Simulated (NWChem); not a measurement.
The numbers come from NWChem runs, not from measurements. System: OSi, charge 0, spin multiplicity 1, displaced from the optimised geometry.

Job file:

```
start mol
memory heap 100 mb stack 700 mb global 1900 mb
geometry units angstroms nocenter noautoz noautosym
  Si     0.000000     0.000000     0.553938
  O      0.000000     0.000000    -2.111888
end
basis spherical
  * library cc-pvdz
end
scf
  rhf
  nopen 0
  maxiter 100
  thresh 1e-7
  semidirect memsize 60000000 filesize 0
end
tce
  freeze core 6
  ccsdt
  2eorb
  2emet 13
  thresh 1e-6
  maxiter 100
  tilesize 24
end
task tce energy
```

The output up to the point where the run's verdict is printed (cleaned and shortened):

```
             Northwest Computational Chemistry Package (NWChem) 7.3.0
             --------------------------------------------------------

                                NWChem Input Module
                                -------------------

 Scaling coordinates for geometry "geometry" by  1.889725989
 (inverse scale =  0.529177249)

                             Geometry "geometry" -> ""
                             -------------------------

 Output coordinates in angstroms (scale by  1.889725989 to convert to a.u.)

  No.       Tag          Charge          X              Y              Z
 ---- ---------------- ---------- -------------- -------------- --------------
    1 Si                  14.0000     0.00000000     0.00000000     0.55393800
    2 O                    8.0000     0.00000000     0.00000000    -2.11188800

 Effective nuclear repulsion energy (a.u.)      22.2324532389

            Nuclear Dipole moment (a.u.)
            ----------------------------
        X                 Y               Z
 ---------------- ---------------- ----------------
     0.0000000000     0.0000000000   -17.2720426233


 Summary of "ao basis" -> "" (spherical)
 ------------------------------------------------------------------------------
       Tag                 Description            Shells   Functions and Types
 ---------------- ------------------------------  ------  ---------------------
 *                          cc-pvdz                   on all atoms

 Summary of "ao basis" -> "ao basis" (spherical)
 ------------------------------------------------------------------------------
       Tag                 Description            Shells   Functions and Types
 ---------------- ------------------------------  ------  ---------------------
 Si                         cc-pvdz                  8       18   4s3p1d
 O                          cc-pvdz                  6       14   3s2p1d

                                 NWChem SCF Module
                                 -----------------

  ao basis        = "ao basis"
  functions       =    32
  atoms           =     2
[...]
   46   0.0127656113449  -0.2513222693189     0.8     0.8
   47   0.0112882937405  -0.2515488621890     0.8     0.8
   48   0.0109469271843  -0.2518985592271     0.8     0.8
   49   0.0114126461422  -0.2521252078477     0.8     0.8
   50   0.0117853199484  -0.2525103391282     0.8     0.8
   51   0.0087283767327  -0.2521766632372     0.8     0.8
   52   0.0087929519331  -0.2524745305189     0.8     0.8
   53   0.0092009701413  -0.2528109803477     0.8     0.8
   54   0.0100845599094  -0.2531603157812     0.8     0.8
   55   0.0112188169112  -0.2535594675975     0.8     0.8
   56   0.0065394884422  -0.2510802299863     0.8     0.8
   57   0.0046323289077  -0.2511409584085     0.8     0.8
   58   0.0044648791180  -0.2512128189961     0.8     0.8
   59   0.0048968664332  -0.2512638215963     0.8     0.8
   60   0.0049529158061  -0.2513395389735     0.8     0.8
   61   0.0026783992173  -0.2515122683896     0.8     0.8
   62   0.0027486335680  -0.2515708717041     0.8     0.8
   63   0.0026903596536  -0.2516467268133     0.8     0.8
   64   0.0030363238814  -0.2517158466499     0.8     0.8
   65   0.0031069346076  -0.2518092582521     0.8     0.8
   66   0.0023606624048  -0.2513554996329     0.8     0.8
   67   0.0022120678822  -0.2513916669182     0.8     0.8
   68   0.0021220767903  -0.2514375481591     0.8     0.8
   69   0.0021301804087  -0.2514783105286     0.8     0.8
   70   0.0021006823345  -0.2515305798258     0.8     0.8
   71   0.0021076321960  -0.2514659867044     0.8     0.8
   72   0.0020587917540  -0.2515112790882     0.8     0.8
   73   0.0021309505291  -0.2515614368458     0.8     0.8
   74   0.0021633634502  -0.2516165663119     0.8     0.8
   75   0.0023384031548  -0.2516776293761     0.8     0.8
   76   0.0017912477116  -0.2513902325088     0.8     0.8
   77   0.0014759614174  -0.2514046260220     0.8     0.8
   78   0.0014001809704  -0.2514284145449     0.8     0.8
   79   0.0014158523320  -0.2514451684849     0.8     0.8
   80   0.0013901954972  -0.2514744208845     0.8     0.8
   81   0.0013123548372  -0.2514571363390     0.8     0.8
   82   0.0013181046474  -0.2514816593288     0.8     0.8
   83   0.0013315043936  -0.2515105977135     0.8     0.8
   84   0.0013906497778  -0.2515418599904     0.8     0.8
   85   0.0014544343727  -0.2515788549374     0.8     0.8
   86   0.0009112201750  -0.2513750250069     0.8     0.8
   87   0.0006099942526  -0.2513784690887     0.8     0.8
   88   0.0005719984979  -0.2513894338855     0.8     0.8
   89   0.0005281586616  -0.2513941054173     0.8     0.8
   90   0.0005541263491  -0.2514057667949     0.8     0.8
   91   0.0004508663102  -0.2514048080196     0.8     0.8
   92   0.0004560198299  -0.2514147088076     0.8     0.8
   93   0.0004601497204  -0.2514249556665     0.8     0.8
   94   0.0004880025041  -0.2514370750081     0.8     0.8
   95   0.0005112061322  -0.2514501911207     0.8     0.8
   96   0.0003996705215  -0.2513773742587     0.8     0.8
   97   0.0003513046874  -0.2513844038689     0.8     0.8
   98   0.0003361115903  -0.2513864349663     0.8     0.8
   99   0.0003320579668  -0.2513942138614     0.8     0.8
  100   0.0003354127545  -0.2513973141188     0.8     0.8
 ------------------------------------------------------------------------
 ------------------------------------------------------------------------
 ------------------------------------------------------------------------
  current input line :
    26: task tce energy
 ------------------------------------------------------------------------
 ------------------------------------------------------------------------
 This type of error is most commonly associated with calculations not reaching convergence criteria
 ------------------------------------------------------------------------
 For more information see the NWChem manual at https://nwchemgit.github.io

 For further details see manual section:
```

The run did not converge; its last values are not results. The next line reads: 0:tce_energy: maxiter exceeded:Received an Error in Communication. NWChem stopped with the message: tce_energy: maxiter exceeded 101.
